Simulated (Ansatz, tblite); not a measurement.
# The cluster BeF3−: a ladder of methods and basis sets

How do method and basis change the picture of the cluster BeF3− (singlet)?

The runs use Ansatz 0.2.0, Gaussian basis; as each input shows.

Levels to be run: GFN1-xTB, GFN2-xTB, PBE-D4/def2-TZVPD, r2SCAN-D4/def2-TZVPD, LDA/def2-TZVPD, ωB97M-V/def2-TZVPD, revPBE-D4/def2-TZVPD, B2PLYP/def2-TZVPD, LC-ωPBE/def2-TZVPD, PBE+5HF/def2-TZVPD, PBE+10HF/def2-TZVPD, PBE+15HF/def2-TZVPD, PBE+35HF/def2-TZVPD, PBE+50HF/def2-TZVPD, PBE-D4/def2-SVPD, PBE0-D4/def2-SVPD, HF/STO-3G, CCSD(T)/def2-TZVPPD, MP2/def2-TZVPD, RPA/def2-TZVPD.

### Step 1. The geometry

The singlet was relaxed beforehand with r2SCAN-D4/def2-TZVPD. At that level it is the lowest of the isomers that a small search found.

4 atoms, charge -1, spin multiplicity 1.

Bond lengths: Be1–F2 1.477 Å, Be1–F3 1.477 Å, Be1–F4 1.477 Å. Angles: F2–Be1–F3 120.0°, F2–Be1–F4 120.0°, F3–Be1–F4 120.0°.

The ion is computed in the gas phase, without counter-ions or solvent.

PBE0-D4/def2-TZVPD was run before; its log isn't repeated, and its numbers join the tables.

### Step 2. GFN1-xTB

Tight binding, by tblite at 300 K electronic temperature and without a spin-polarisation term:

```python
tblite.interface.Calculator('GFN1-xTB', numbers, positions, charge=-1, uhf=0).singlepoint()
```

Energy -450.8062 eV, HOMO -6.11 eV, LUMO 2.17 eV; 0.002 s.

### Step 3. GFN2-xTB

Tight binding, by tblite at 300 K electronic temperature and without a spin-polarisation term:

```python
tblite.interface.Calculator('GFN2-xTB', numbers, positions, charge=-1, uhf=0).singlepoint()
```

Energy -416.8829 eV, HOMO -6.29 eV, LUMO 2.72 eV; 0.002 s.

### Step 4. PBE-D4/def2-TZVPD

start.molden holds the orbitals of an earlier run on this state, given as this run's starting guess.

in.yaml reads:

```yaml
crystal:
  periodic: [false, false, false]
  atoms:
    - {symbol: Be, position_ang: [0.000028, -0.000025, -0.000029]}
    - {symbol: F, position_ang: [0.158471, 1.458222, 0.172804]}
    - {symbol: F, position_ang: [-1.246490, -0.663675, 0.432649]}
    - {symbol: F, position_ang: [1.087991, -0.794511, -0.605424]}
basis:
  gaussian: {orbitals: def2-TZVPD, initial_orbitals: start.molden}
total_charge: -1
hamiltonian: {xc: pbe, dispersion: d4}
scf: {omitted_lower_state_checks: [starts]}
output: {forces: true, orbitals: {seedname: orbitals}}
```

The run is started by

```bash
ansatz run in.yaml --threads 4 --pin off --events-out ev --progress --plain --max-ram 3916MiB
```

After this run come: r2SCAN-D4/def2-TZVPD; LDA/def2-TZVPD; ωB97M-V/def2-TZVPD; revPBE-D4/def2-TZVPD; B2PLYP/def2-TZVPD; LC-ωPBE/def2-TZVPD; PBE+5HF/def2-TZVPD; PBE+10HF/def2-TZVPD; PBE+15HF/def2-TZVPD; PBE+35HF/def2-TZVPD; PBE+50HF/def2-TZVPD; PBE-D4/def2-SVPD; PBE0-D4/def2-SVPD; HF/STO-3G; CCSD(T)/def2-TZVPPD; MP2/def2-TZVPD; RPA/def2-TZVPD.

Q: Predict the results of all the runs planned. Wanted: gap in def2-TZVPD, named functionals, smallest and largest; gap over the share of exact exchange; correlation energy, CCSD(T)/def2-TZVPPD; correlation energy, MP2/def2-TZVPD; PBE0 total energy, smallest basis above largest.

**Answer**, as computed:

| quantity | value |
| --- | --- |
| gap in def2-TZVPD, named functionals, smallest and largest | 5.76 eV (revPBE-D4), 11.99 eV (LC-ωPBE) |
| gap over the share of exact exchange | 5.94 eV at 0, 10.83 eV at 0.5 |
| correlation energy, CCSD(T)/def2-TZVPPD | -24.00 eV |
| correlation energy, MP2/def2-TZVPD | -23.36 eV |
| PBE0 total energy, smallest basis above largest | 9.81 eV (def2-SVPD, def2-TZVPD) |

In words: Orbital gaps of the named functionals in def2-TZVPD span 5.76 eV (revPBE-D4) to 11.99 eV (LC-ωPBE); exact exchange widens it. Raising the share of exact exchange from 0 to 0.5 moves the HOMO by -4.08 eV and the LUMO by +0.81 eV.
